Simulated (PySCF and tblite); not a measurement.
The numbers below are computed, except where a source is named.
cyclohexane, C₆H₁₂, numbered as in [CH2:1]1[CH2:2][CH2:3][CH2:4][CH2:5][CH2:6]1.

Conformers came from 90 starts (ETKDG and KDG, MMFF94s, GFN2-xTB); geometries are PBE0-D3(BJ)/def2-SVP. Free energies are B3LYP-D3(BJ)/def2-TZVP (IEF-PCM, chloroform) single points with GFN2-xTB rigid-rotor and vibrational terms (modes under about 100 cm⁻¹ blended into free rotors). Symmetry numbers and mirror images are counted. Conformers within 3 kcal/mol (GFN2-xTB free energy) were kept, 8 at most. Couplings: B3LYP/pcSseg-1 with pcJ-1 on H (gas phase; spin-dipole term only for pairs with B, N, F, Si or P). Couplings are for ¹H; a prime marks the second kind of pair between the same two sets of atoms. (PySCF 2.14, tblite 0.8.)

The 6-ring runs over atoms 1–2–3–4–5–6.

```
conformer         shape  weight %
        1  6-ring chair     100.0
```

Task: Give the couplings in each conformer and the averages at 298.15 K (pairs that fast motion interchanges averaged).

Result: 
```csv
coupling,pairs,1,average (Hz)
"²J(H1,H1)",6,-14.8,-14.8
"³J(H1,H2)",12,8.7,8.7
"³J(H1,H2′)",12,4.1,4.1
"⁴J(H1,H3)",12,0.6,0.6
"⁴J(H1,H3′)",12,-0.6,-0.6
```

Only couplings over up to 4 bonds are listed; longer-range ones, if any, are left out.
